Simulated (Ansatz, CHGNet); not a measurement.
Elastic constant C13 (GPa) of solids drawn from the class of oxides, at two levels: the machine-learned potential CHGNet 0.3.0 (trained on PBE and PBE+U data), and r²SCAN (plane waves, PAW; Ansatz, a program for electronic structure).

```csv
solid,CHGNet 0.3.0,r²SCAN,shift (%)
anatase TiO2 (metastable phase),125,153,+22
rutile SnO2,114,152,+33
A-type hexagonal La2O3,84.7,85.1,+0.5
corundum Ga2O3 (metastable phase),117,137,+17.1
rutile TiO2,149,165,+10.7
stishovite (SiO2),131,195,+49
```

The shifts run from +0.5 % to +49 %, with a median of +19.7 %.

Over all 6 rows r²SCAN is the larger in 6.

Ansatz's runs of these crystals have no spin polarisation.

Spin–orbit coupling is left out, also for the solids with elements from indium on (rutile SnO2, A-type hexagonal La2O3); its size isn't shown.

Each level is taken at its own relaxed cell. Ansatz's density-functional and Hartree–Fock values are scalar-relativistic unless marked +SOC, with PAW data made under PBE.
